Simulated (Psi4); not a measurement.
# [CF3]+ (SMILES F[C+](F)F), step by step

Wanted: a structure relaxation (HF-3c/MINIX), then the harmonic vibrations, then a single-point energy (MP2/cc-pVTZ) of [CF3]+. 

The calculation is run with Psi4 1.11.

## 1. The system as given

[CF3]+: 4 atoms, total charge +1, spin state singlet. SMILES: `F[C+](F)F`. The shape is that of a PBE0-D4/def2-TZVP optimisation. The run starts from this shape.

Bond lengths: F1–C2 1.230 Å, C2–F3 1.230 Å, C2–F4 1.230 Å. Angles: F1–C2–F3 120.0°, F1–C2–F4 120.0°, F3–C2–F4 120.0°.

## 2. A structure relaxation at HF-3c/MINIX (density fitting) (run 1)

Input file calc.inp:

```
memory 1600 MB

molecule {
  1 1
  F      1.32016267    -0.21656261     1.89993065
  C      0.00000000     0.00000000     0.00000000
  F     -1.15178807    -1.83945941    -0.83034566
  F     -0.16818563     2.05602202    -1.06958499
  units au
  symmetry c1
}

set geom_maxiter 60

E, wfn = optimize("hf-3c", return_wfn=True)
```

Started as:

```console
$ psi4 calc.inp calc.out -n 1
```

calc.out:

```text
[...]
  Running in c1 symmetry.
[...]
  Nuclear repulsion =  130.092792062565593
[...]
  Multiplicity = 1
[...]
  Nalpha       = 16
  Nbeta        = 16
[...]
    Number of basis functions: 20
[...]
   @DF-RHF iter   1:  -333.50535646229406    3.13556e-01   2.61537e-02 DIIS/ADIIS
[...]
   @DF-RHF iter   6:  -333.69764847904122   -9.66338e-13   6.49689e-09 DIIS
[...]
    Orbital Energies [Eh]
    ---------------------
    Doubly Occupied:
       1A    -26.628165     2A    -26.628043     3A    -26.628043
       4A    -12.093165     5A     -2.204203     6A     -2.101106
       7A     -2.101106     8A     -1.344754     9A     -1.239509
      10A     -1.239509    11A     -1.211197    12A     -1.069699
      13A     -1.069699    14A     -1.061823    15A     -1.061823
      16A     -1.060891
[...]
  @DF-RHF Final Energy:  -333.69764847904122
   => Energetics <=
    Nuclear Repulsion Energy =            126.2256782196514990
    One-Electron Energy =                -702.0782617761724396
    Two-Electron Energy =                 242.2963928385851204
    Total Energy =                       -333.6976484790412201
[...]
 Multipole Moments:
 ------------------------------------------------------------------------------------
     Multipole            Electronic (a.u.)      Nuclear  (a.u.)        Total (a.u.)
 ------------------------------------------------------------------------------------
 L = 1.  Multiply by 2.5417464519 to convert [e a0] to [Debye]
 Dipole X            :          0.0001625            0.0000495            0.0002121
 Dipole Y            :         -0.0000477           -0.0000146           -0.0000623
 Dipole Z            :         -0.0001180           -0.0000360           -0.0001540
 Magnitude           :                                                    0.0002694
[...]
  -Total Gradient:
     Atom            X                  Y                   Z
    ------   -----------------  -----------------  -----------------
       1       -0.000017519707     0.000004645332     0.000003761860
       2        0.000040403286    -0.000011461433    -0.000028976640
       3       -0.000010047952     0.000009250656     0.000012136878
       4       -0.000012835627    -0.000002434556     0.000013077903
[...]
    Final optimized geometry and variables:
    Molecular point group: c1
    Full point group: C1
    Geometry (in Bohr), charge = 1, multiplicity = 1:
    F            1.360533995720    -0.223230058313     1.958211847163
    C            0.000157087332    -0.000046341332    -0.000114233223
    F           -1.187153884749    -1.895737027692    -0.855761316216
    F           -0.173479332362     2.118996356675    -1.102378377585
    Psi4 run time: 0:00:04.93
[...]
```

On the terminal:

```text
Optimizer: Optimization complete!
```

Wall time 6.3 s (1 thread of AMD EPYC 7R13 (Zen 3), shared host); peak memory 0.21 GiB.

Step by step:

| step | energy from the first frame kept (eV) | largest force (eV/Å) |
| --- | --- | --- |
| 0 | 0.0000 | 2.9727 |
| 1 | -0.1590 | 0.3221 |
| 2 | -0.1610 | 0.0807 |
| 3 | -0.0299 | 2.3089 |
| 4 | -0.1337 | 1.0635 |
| 5 | -0.1610 | 0.0850 |
| 6 | -0.1612 | 0.0026 |

After the run. Bond lengths: F1–C2 1.267 Å, C2–F3 1.267 Å, C2–F4 1.267 Å. Angles: F1–C2–F3 120.0°, F1–C2–F4 120.0°, F3–C2–F4 120.0°.

## 3. The harmonic vibrations at HF-3c/MINIX (density fitting) (run 2)

Input file cf3.in:

```
memory 1600 MB

molecule system {
  1 1
  F
  C 1 1.267318
  F 2 1.267319 1 120.00003
  F 2 1.26732 1 120.00001 3 179.97994
}

set reference rks
set t 400.0
set rotational_symmetry_number 6

result, w = frequencies("hf-3c", return_wfn=True)
```

Started as:

```console
$ psi4 -i cf3.in -o cf3.out -n 1
```

cf3.out, cut to the lines that bear on the results:

```text
[...]
  Running in c1 symmetry.
[...]
  Nuclear repulsion =  126.225690240496220
[...]
  Multiplicity = 1
[...]
  Nalpha       = 16
  Nbeta        = 16
[...]
    Number of basis functions: 20
[...]
   @DF-RKS iter   1:  -333.48625912468032    3.55263e-02   2.73582e-02 ADIIS/DIIS
[...]
  -Total Gradient:
     Atom            X                  Y                   Z
    ------   -----------------  -----------------  -----------------
       1        0.000017029786    -0.000000006229     0.000008332516
       2       -0.000051087465    -0.000000950048    -0.000001729079
       3        0.000017029782     0.000006296248    -0.000003581367
       4        0.000017027897    -0.000005339973    -0.000003022068
[...]
   @DF-RKS iter   9:  -333.69764847890343   -1.53477e-12   4.78730e-09 DIIS
[...]
    Orbital Energies [Eh]
    ---------------------
    Doubly Occupied:
       1A    -26.628165     2A    -26.628043     3A    -26.628042
       4A    -12.093165     5A     -2.204203     6A     -2.101107
[...]
  @DF-RKS Final Energy:  -333.69764847890343
   => Energetics <=
    Nuclear Repulsion Energy =            126.2256902404961920
    One-Electron Energy =                -702.0782835388201875
    Two-Electron Energy =                 242.2964026645522608
    Total Energy =                       -333.6976484789034316
[...]
 Multipole Moments:
 ------------------------------------------------------------------------------------
     Multipole            Electronic (a.u.)      Nuclear  (a.u.)        Total (a.u.)
 ------------------------------------------------------------------------------------
[...]
  ==> Harmonic Vibrational Analysis <==
[...]
  Freq [cm^-1]                 523.0804            523.0810            750.0856
[...]
  IR activ [km/mol]            20.1072             20.1071             122.1426
[...]
  Freq [cm^-1]                 998.7265           1696.1867           1696.1931
[...]
  IR activ [km/mol]             0.0000             227.8475            227.8480
[...]
  Total E_0, Enthalpy at 0 [K]                                                         -333.68355265 [Eh]
[...]
  Total H, Enthalpy at  400.00 [K]                                                     -333.67721865 [Eh]
[...]
  Total G, Gibbs energy at  400.00 [K]                                                 -333.71796257 [Eh]
[...]
```

Standard output:

```text
Warning: used thermodynamics relations inappropriate for low-frequency modes: ['523.0804' '523.0810']
```

It took 6 s on 1 thread of AMD EPYC 7R13 (Zen 3), shared host; peak memory 0.23 GiB.

## 4. The energy at MP2/cc-pVTZ (density fitting, density fitting for correlation) (run 3)

Input file calc.in:

```
memory 1.6 GB

molecule {
  1 1
  F      1.36058580    -0.22322957     1.95821169
  C      0.00020976    -0.00004724    -0.00011338
  F     -1.18710139    -1.89573734    -0.85576059
  F     -0.17342773     2.11899715    -1.10237929
  units au
  symmetry c1
}

set {
  basis       cc-pVTZ
  freeze_core true
}

E, wfn = energy("mp2", return_wfn=True)
```

Started as:

```console
$ psi4 -i calc.in -o calc.out -n 1
```

calc.out:

```text
[...]
  Running in c1 symmetry.
[...]
  Nuclear repulsion =  126.225667537325819
[...]
  Multiplicity = 1
[...]
  Nalpha       = 16
  Nbeta        = 16
[...]
    Number of basis functions: 120
[...]
   @DF-RHF iter   1:  -335.77727194239378    1.37846e-01   5.14124e-03 DIIS/ADIIS
[...]
   @DF-RHF iter  10:  -335.93092324974384   -1.13687e-12   2.29924e-09 DIIS
[...]
    Orbital Energies [Eh]
    ---------------------
    Doubly Occupied:
       1A    -26.741563     2A    -26.741563     3A    -26.741519
       4A    -11.960989     5A     -2.130494     6A     -2.041235
       7A     -2.041234     8A     -1.321419     9A     -1.221691
      10A     -1.221691    11A     -1.164734    12A     -1.064500
      13A     -1.064500    14A     -1.043238    15A     -1.043237
      16A     -1.027623
[...]
  @DF-RHF Final Energy:  -335.93092324974384
   => Energetics <=
    Nuclear Repulsion Energy =            126.2256675373258190
    One-Electron Energy =                -707.1707249028968363
    Two-Electron Energy =                 245.0141341158272326
    Total Energy =                       -335.9309232497438416
[...]
 Multipole Moments:
 ------------------------------------------------------------------------------------
     Multipole            Electronic (a.u.)      Nuclear  (a.u.)        Total (a.u.)
 ------------------------------------------------------------------------------------
 L = 1.  Multiply by 2.5417464519 to convert [e a0] to [Debye]
 Dipole X            :          0.0001535            0.0000497            0.0002033
 Dipole Y            :         -0.0000471           -0.0000149           -0.0000620
 Dipole Z            :         -0.0001078           -0.0000358           -0.0001436
 Magnitude           :                                                    0.0002565
[...]
```

Wall time 3.3 s (1 thread of AMD EPYC 7R13 (Zen 3), shared host); peak memory 0.24 GiB.

## 5. Outcome

```
                                                                  quantity             value
                               run 1, HF-3c/MINIX: total energy at the end     -333.69765 Eh
                                           run 1, HF-3c/MINIX: HOMO energy         -28.87 eV
                                           run 1, HF-3c/MINIX: LUMO energy          -8.51 eV
                                         run 1, HF-3c/MINIX: HOMO–LUMO gap          20.36 eV
                            run 2, HF-3c/MINIX: lowest harmonic wavenumber          523 cm⁻¹
                           run 2, HF-3c/MINIX: highest harmonic wavenumber         1696 cm⁻¹
                                     run 2, HF-3c/MINIX: zero-point energy       37.0 kJ/mol
run 2, HF-3c/MINIX: ideal-gas entropy at 400 K (symmetry number 6 as used)  63.9 cal/(mol K)
                                          run 3, MP2/cc-pVTZ: total energy     -336.81694 Eh
                   run 3, MP2/cc-pVTZ: HOMO energy (Hartree–Fock orbitals)         -27.96 eV
                   run 3, MP2/cc-pVTZ: LUMO energy (Hartree–Fock orbitals)          -6.09 eV
                 run 3, MP2/cc-pVTZ: HOMO–LUMO gap (Hartree–Fock orbitals)          21.87 eV
           run 3, MP2/cc-pVTZ: correlation energy (4 core orbitals frozen)        -886.0 mEh
```

The optimisation (run 1, HF-3c/MINIX) took 7 steps and changed the energy by -0.161 eV. All 6 modes (run 2, HF-3c/MINIX) are real, so the shape is a minimum at this level.
